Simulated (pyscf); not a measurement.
propane (H₃C–CH₂–CH₃) + methyl (CH₃•) -> H₃C–CH•–CH₃ + methane (CH₄), a hydrogen abstraction (doublet surface; C–H broken, C–H formed). Structures and frequencies: ωB97X-D3(BJ)/def2-SVP in PySCF. Energies in kJ/mol from the separated reactants.

Small-basis levels: PySCF, no dispersion term, spherical d functions. Open shells are spin-unrestricted. 

Q: Quick BP86/6-31G* single points give ΔE‡ = 25.9 kJ/mol and ΔE = -40.5 kJ/mol. What does ωB97M-D3(BJ)/def2-TZVP give, and how far is the quick result from it?

A: ωB97M-D3(BJ)/def2-TZVP gives ΔE‡ = 52.9 kJ/mol and ΔE = -29.9 kJ/mol. BP86/6-31G* lies 27.0 kJ/mol under it in the barrier and 10.6 kJ/mol under it in the reaction energy, so on this step it does not hold to within 12.6 kJ/mol. ωB97M-D3(BJ)/def2-TZVP has limits of its own. One saddle was located; it need not be the lowest between these sides. The angle at the transferred H is 177°.
